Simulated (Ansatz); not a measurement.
Species: C3H7, SMILES `C[CH]C` (charge 0, multiplicity 2), formula C$_{3}$H$_{7}$.

Task: How many basis functions does frozen-core CCSD(T)/def2-TZVPP // CAM-B3LYP-D3(BJ)/def2-TZVP (Ansatz, a quantum-chemistry and plane-wave program) use, how many core orbitals are frozen, and how many electrons are correlated?

Result: 191 basis functions and 3 frozen orbitals, which leaves 19 correlated electrons. Core time is of the order of minutes.
